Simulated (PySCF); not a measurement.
Compound: C₄H₇P.
Cartesian coordinates in Å at the PBE0-D3(BJ)/def2-SVP level; atoms count from 1:
```xyz
12
C4H7P angstrom
C      2.2555   -0.3282   -1.0701
C      1.4189   -0.3116   -0.1868
P      0.3082   -0.3549    1.1971
C     -0.2849    1.3981    1.1783
C     -1.1382   -1.2011    0.4124
H      2.9873   -0.3375   -1.8577
H     -0.6813    1.7001    0.1974
H      0.5480    2.0622    1.4513
H     -1.0704    1.5054    1.9419
H     -1.4431   -0.7275   -0.5328
H     -0.8826   -2.2538    0.2240
H     -1.9793   -1.1764    1.1223
```

Computed with TDDFT wB97X-D/def2-SVPD, vertical, gas phase, core orbitals frozen in the response (PySCF 2.14.0, density-fitted response routines).

```
state  E (eV)  λ (nm)  ν̃ (cm⁻¹)      f  symmetry  main configurations (H = HOMO, L = LUMO)
   S1    5.31   233.6      42810  0.017        A″                                 H→L (87%)
   S2    5.92   209.3      47790  0.081        A′                  H→L+1 (67%), H-1→L (19%)
   S3    6.51   190.3      52540  0.010        A″              H-1→L+1 (64%), H-1→L+2 (17%)
   S4    6.73   184.3      54250  0.049        A′     H→L+2 (43%), H→L+1 (22%), H-1→L (15%)
   S5    6.97   178.0      56180  0.034        A″        H-2→L (65%), H→L+4 (12%), H→L (8%)
   S6    7.10   174.7      57250  0.150        A′     H→L+2 (32%), H→L+5 (21%), H-1→L (15%)
   S7    7.64   162.3      61610  0.054        A″                  H→L+4 (74%), H-2→L (16%)
   S8    7.73   160.4      62340  0.150        A′      H→L+5 (46%), H→L+7 (21%), H→L+2 (9%)
   S9    7.85   157.9      63340  0.031        A′                 H→L+3 (81%), H-2→L+2 (9%)
  S10    8.10   153.1      65310  0.071        A″              H-1→L+2 (73%), H-1→L+1 (14%)
```

Triplets, Tamm–Dancoff:

| state | E (eV) | λ (nm) | main configurations (H = HOMO, L = LUMO) |
| --- | --- | --- | --- |
| T1 | 4.80 | 258.1 | H→L+1 (55%), H→L+2 (13%), H-1→L (11%) |
| T2 | 4.84 | 256.2 | H→L (88%) |
| T3 | 5.32 | 233.3 | H-1→L (63%), H→L+1 (14%), H-1→L+4 (10%) |
| T4 | 6.00 | 206.7 | H-1→L+1 (32%), H-2→L (25%), H-1→L+2 (10%) |

The lowest singlet comes at 234 nm (512 kJ/mol) in the ultraviolet; it is weak; its leading configuration is HOMO→LUMO (87%). The largest oscillator strength of a single state is 0.150. Löwdin shares by element: HOMO phosphorus 48%, carbon 37% or more; LUMO carbon 58% or more, phosphorus 18% (atoms not listed hold the other 24%). Weighted by f, the mean energy of these states is 7.20 eV. Orbital energies (eV): HOMO-3 -11.80, HOMO-2 -10.58, HOMO-1 -9.92, HOMO -8.39, LUMO 1.82, LUMO+1 1.93, LUMO+2 2.58. Of the 10 states listed, 10 reach f = 0.01 and none stays under 0.0005. No computed singlet lies in the visible range (380 to 750 nm); the lowest, at 234 nm, stands 2.05 eV above its violet end (3.26 eV). The vertical ionisation energy (ΔSCF) is 8.64 eV, 0.55 eV above S10. Symmetry labels in Cs follow from the direction of the transition dipole and are given only for states with f of 0.002 or more. Only the lowest 10 singlets were computed, as vertical energies without vibronic structure.

Hardware: one thread, Arm Neoverse V2 (aarch64), no GPU, shared host with 96 logical CPUs at a one-minute load of 34. Cost: 28 s of wall time, 0.74 GiB resident at most.
